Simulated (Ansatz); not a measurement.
**Worked example: correlation energy of H2Si–B⁺, singlet**

Geometry: that of the H2Si–B, doublet, kept fixed.

```yaml
atoms:
  - { symbol: Si, position_ang: [-0.0850, 0.0000, 0.4943] }
  - { symbol: B, position_ang: [0.0885, 0.0000, -1.4519] }
  - { symbol: H, position_ang: [0.7098, -1.2068, 0.8997] }
  - { symbol: H, position_ang: [0.7098, 1.2068, 0.8997] }
```

Basis 6-31G; Ansatz 0.2.0. Only valence electrons are correlated (noble-gas cores frozen), which leaves 8 electrons in 20 orbitals. R marks a restricted (for open shells ROHF) determinant.

Full CI is exact within this basis and frozen core; it isn't the basis-set limit.

Runs differ by some tens of microhartree through their thresholds, so steps under 0.03 kcal/mol mean nothing.

```json
{"level": "RHF", "total energy (hartree)": "-314.222829"}
{"level": "RMP2", "total energy (hartree)": "-314.318138"}
{"level": "RCCSD", "total energy (hartree)": "-314.366479"}
{"level": "RCCSD(T)", "total energy (hartree)": "-314.371852"}
{"level": "RCCSDT", "total energy (hartree)": "-314.372826"}
{"level": "RCCSDT(Q)", "total energy (hartree)": "-314.373347"}
{"level": "RCCSDTQ", "total energy (hartree)": "-314.373345"}
{"level": "full CI", "total energy (hartree)": "-314.373361"}
```

Problem. What is the correlation energy at full CI, and what share of it do RMP2 and RCCSD(T) recover?

Solution. E(corr) = -314.373361 − (-314.222829) = -0.150532 hartree = -4.096 eV. RMP2: -0.095309 / -0.150532 = 63.31 %. RCCSD(T): -0.149023 / -0.150532 = 99.00 %.

Problem. By how many kcal/mol does RCCSD(T) miss full CI (1 hartree = 627.509 kcal/mol), and which steps make up the rest?

Solution. -314.371852 − (-314.373361) = 0.001509 hartree = 0.95 kcal/mol. Steps: RCCSDT − RCCSD(T) = -0.61, RCCSDT(Q) − RCCSDT = -0.33, RCCSDTQ − RCCSDT(Q) = 0.00, full CI − RCCSDTQ = -0.01 kcal/mol. With more than one leading determinant such errors change with state and geometry, and needn't cancel in differences.
